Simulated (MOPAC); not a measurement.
MOPAC input (AM1):

```
AM1 PRECISE GNORM=0.05 LET XYZ CHARGE=1 GEO-OK AUX(PRECISION=9) THREADS=1
C2H7S

C     1.54226198 1    0.72996162 1    0.05913173 1
C     0.03147153 1    0.87647747 1    0.07696837 1
S    -0.75215962 1   -0.79176236 1   -0.15332890 1
H    -2.03095721 1   -0.51767938 1    0.19283843 1
H    -0.35906008 1    1.29008580 1    1.00363141 1
H    -0.34842124 1    1.44480575 1   -0.77233556 1
H     1.97076533 1    1.73043328 1    0.13310748 1
H     1.90704565 1    0.14971257 1    0.90670344 1
H     1.90018607 1    0.28177778 1   -0.86753168 1
H    -0.44740576 1   -1.34957244 1    1.04024839 1
```

From the last part of the output:

```
                                                       MOPAC v23.2.5 Linux

          FINAL HEAT OF FORMATION =        159.42756 KCAL/MOL =     667.04492 KJ/MOL

          COSMO AREA              =        102.26 SQUARE ANGSTROMS
          COSMO VOLUME            =         87.22 CUBIC ANGSTROMS

          GRADIENT NORM           =          0.02672          =       0.00845 PER ATOM
          IONIZATION POTENTIAL    =         16.971687 EV
          HOMO LUMO ENERGIES (EV) =        -16.972 -6.238
          NO. OF FILLED LEVELS    =         10
          MOLECULAR WEIGHT        =         63.1373         POINT GROUP:  C1

          MOLECULAR DIMENSIONS (Angstroms)

            Atom       Atom       Distance
            H     7    H     4     4.51191
            H     6    H    10     2.97390
            H     9    H     5     2.66026

          SCF CALCULATIONS        =         42

   ATOM   CHEMICAL          X               Y               Z
  NUMBER   SYMBOL      (ANGSTROMS)     (ANGSTROMS)     (ANGSTROMS)

     1       C          1.49296933  *   0.70499091  *   0.07740128  *
     2       C         -0.00036550  *   0.84325348  *   0.07864361  *
     3       S         -0.72873250  *  -0.75241960  *  -0.17071123  *
     4       H         -1.94737593  *  -0.52249585  *   0.29205526  *
     5       H         -0.34639730  *   1.35591238  *   1.01255309  *
     6       H         -0.33721402  *   1.47313453  *  -0.79213769  *
     7       H          1.95674260  *   1.72806557  *   0.06810088  *
     8       H          1.85875255  *   0.17705620  *   0.99281056  *
     9       H          1.85733038  *   0.16306255  *  -0.83128579  *
    10       H         -0.30174644  *  -1.36616935  *   0.92374960  *

                             CARTESIAN COORDINATES

   1    C        1.492969325     0.704990909     0.077401276
   2    C       -0.000365502     0.843253480     0.078643615
   3    S       -0.728732504    -0.752419595    -0.170711235
   4    H       -1.947375928    -0.522495849     0.292055264
   5    H       -0.346397299     1.355912381     1.012553089
   6    H       -0.337214019     1.473134534    -0.792137691
   7    H        1.956742604     1.728065572     0.068100875
   8    H        1.858752552     0.177056199     0.992810557
   9    H        1.857330376     0.163062548    -0.831285794
  10    H       -0.301746436    -1.366169352     0.923749597

           Empirical Formula: C2 H7 S  =    10 atoms

      MOLECULAR POINT GROUP   :   C1

                  EIGENVALUES
 -39.33134 -29.98012 -26.16087 -22.58458 -21.91238 -20.27542 -18.79173 -18.13476
 -17.19721 -16.97169  -6.23761  -5.08262  -5.01010  -1.81750  -1.49639  -1.00315
  -0.20176  -0.17417   0.41483

              NET ATOMIC CHARGES AND DIPOLE CONTRIBUTIONS

  ATOM NO.   TYPE          CHARGE      No. of ELECS.   s-Pop       p-Pop
    1          C          -0.244189        4.2442     1.22696     3.01722
    2          C          -0.414011        4.4140     1.25640     3.15761
    3          S           0.915511        5.0845     1.80954     3.27495
    4          H           0.001787        0.9982     0.99821
    5          H           0.170164        0.8298     0.82984
    6          H           0.183898        0.8161     0.81610
    7          H           0.154765        0.8452     0.84524
    8          H           0.110683        0.8893     0.88932
    9          H           0.116570        0.8834     0.88343
   10          H           0.004823        0.9952     0.99518
 DIPOLE           X         Y         Z       TOTAL
 POINT-CHG.    -1.873    -1.779    -0.587     2.650
 HYBRID        -0.406     0.723     1.564     1.770
 SUM           -2.280    -1.056     0.977     2.696

          ATOMIC ORBITAL ELECTRON POPULATIONS

     Atom    s        px        py        pz
    1  C   1.22696   0.86538   1.09433   1.05751
    2  C   1.25640   1.05984   0.95600   1.14178
    3  S   1.80954   1.03587   1.08758   1.15149
    4  H   0.99821
    5  H   0.82984
    6  H   0.81610
    7  H   0.84524
    8  H   0.88932
    9  H   0.88343
   10  H   0.99518

 **********************
 *                    *
 * JOB ENDED NORMALLY *
 *                    *
 **********************

 == MOPAC DONE ==
```

The dipole moment of an ion depends on the origin.
